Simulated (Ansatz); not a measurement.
NH₄⁺ ··· SO₂

The pair of NH₄⁺ (SMILES [NH4+], atoms 1–5) and SO₂ (SMILES O=S=O, atoms 6–8), both closed shells, in one local arrangement (a lower one may exist), relaxed at PBE0-D4/def2-TZVP:

| atom | x (Å) | y (Å) | z (Å) |
| --- | --- | --- | --- |
| N1 | -0.0619 | 0.0155 | -1.3526 |
| H2 | -0.1764 | -0.1570 | -0.3231 |
| H3 | -0.9634 | 0.2683 | -1.7597 |
| H4 | 0.2828 | -0.8317 | -1.8062 |
| H5 | 0.6024 | 0.7745 | -1.5094 |
| O6 | 0.9110 | 0.7430 | 2.8072 |
| S7 | -0.0980 | -0.2474 | 2.6510 |
| O8 | -0.4966 | -0.5652 | 1.2926 |

Program: Ansatz 0.2.0. Basis: def2-TZVPPD, with def2-QZVPPD for the basis limit. Cores are frozen in the correlated methods. B3LYP uses VWN-RPA correlation. Extrapolation: Hartree–Fock as exp(−7.88 √X), correlation as X^−2.97. Interaction energies count from these two fragments, frozen as in the pair, with the counterpoise correction; negative means bound.

**Question.** What is the interaction energy by CCSD(T) at an estimated basis limit (MP2 extrapolated from triple and quadruple zeta, plus CCSD(T) − MP2 in triple zeta)? (An estimate is asked for; the value comes from the calculation.)

**Answer.** The calculation gives: -62.8 kJ/mol. Hartree–Fock alone gives -59.3 kJ/mol at the basis limit. It counts from the two fragments frozen as in the pair.

The same quantity by other methods in triple zeta, and each one's difference from that estimate:
```csv
method,E_int (kJ/mol),difference
PBE-D4,-65.6,-2.9
revPBE-D4,-62.3,0.4
BLYP-D4,-65.3,-2.5
r2SCAN-D4,-63.0,-0.2
B97M-V,-63.4,-0.6
PBE0-D4,-66.6,-3.8
B3LYP-D4,-67.1,-4.4
HSE06-D4,-66.5,-3.7
wB97X-V,-63.8,-1.1
wB97M-V,-65.0,-2.2
B2PLYP,-61.2,1.6
HF,-58.8,3.9
MP2,-59.1,3.7
CCSD,-61.1,1.6
CCSD(T),-60.9,1.9
```
Differences are method less estimate.

**Question.** Which atoms make the shortest contact between the fragments?

**Answer.** H2 and O8, 1.70 Å apart.

Energy to bend the free fragments (PBE0-D4 minima) into their shapes in the pair, CCSD(T)/def2-TZVPPD: NH₄⁺ 1.5 kJ/mol; SO₂ 1.8 kJ/mol. This must be added to the interaction energy to get the binding energy from relaxed fragments.

Basis-set superposition shift (counterpoise-corrected less uncorrected): CCSD(T) 3.1; MP2 3.1; HF 0.3; PBE0-D4 0.3; wB97M-V 0.3 kJ/mol.

T1 diagnostic: at most 0.023. The restricted Hartree–Fock reference is unstable towards an unrestricted one at one or more of these structures.

For scale, one of the runs: CCSD(T)/def2-TZVPPD, 236 basis functions, launched by `ansatz run in.yaml --threads 4 --pin off --events-out ev --progress --plain --max-ram 9574MiB`. The run took 86 s on 4 CPU threads of an Arm Neoverse V2 (shared host), with 4.4 GiB of host memory at its peak.
